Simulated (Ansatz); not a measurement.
Basis-set extrapolation for `CC(C)=CO` (PBE0-D4/def2-TZVP geometry, frozen core, the Gaussian-basis code of Ansatz). Multiplicity 1, RHF reference.

|  | def2-TZVPP | def2-QZVPP |
| --- | --- | --- |
| HF | -231.062649 | -231.073591 |
| MP2 correlation | -0.917737 | -0.980002 |
| CCSD(T) correlation | -0.997021 | not run |

Energies in hartree. Use E(X) = E(∞) + A·exp(−7.88·√X) for Hartree–Fock and E(X) = E(∞) + B·X^(−2.97) for correlation, with X = 3 and 4, and add CCSD(T) minus MP2 of the smaller set to the MP2 limit.

Problem. What is the CCSD(T) energy at the basis-set limit?

Solution. HF limit: -231.073591 + (-0.010942) × 0.13774 = -231.07510. MP2 limit: -0.980002 + (-0.062265) × 0.74074 = -1.02612. Higher-order term: -0.997021 − (-0.917737) = -0.07928. Total: -232.18050 hartree, 75.8 kcal/mol below CCSD(T)/def2-TZVPP.
